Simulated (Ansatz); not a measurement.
CsCl-type TlCl was calculated with LC-ωPBE (Ansatz, a quantum-chemistry and plane-wave program, PAW).

Run with plane-wave cutoff 520 eV, 6×6×6 k mesh, scalar-relativistic PAW data made under PBE.

Computed at the level's own relaxed cell.

```
CELL_PARAMETERS angstrom
      3.85034     0.00000     0.00000
      0.00000     3.85034     0.00000
      0.00000     0.00000     3.85034
ATOMIC_POSITIONS crystal
  Tl 0.00000 0.00000 0.00000
  Cl 0.50000 0.50000 0.50000
```

Problem. Give the elastic tensor (Voigt notation, GPa, ions relaxed, in the Cartesian axes of the cell as printed).

Solution. 
```
   45.6    14.5    14.5     0.0     0.0     0.0
   14.5    45.6    14.5     0.0     0.0     0.0
   14.5    14.5    45.6     0.0     0.0     0.0
    0.0     0.0     0.0     8.8     0.0     0.0
    0.0     0.0     0.0     0.0     8.8     0.0
    0.0     0.0     0.0     0.0     0.0     8.8
```

Spin–orbit coupling is not included; it can shift volumes and moduli of such heavy elements.
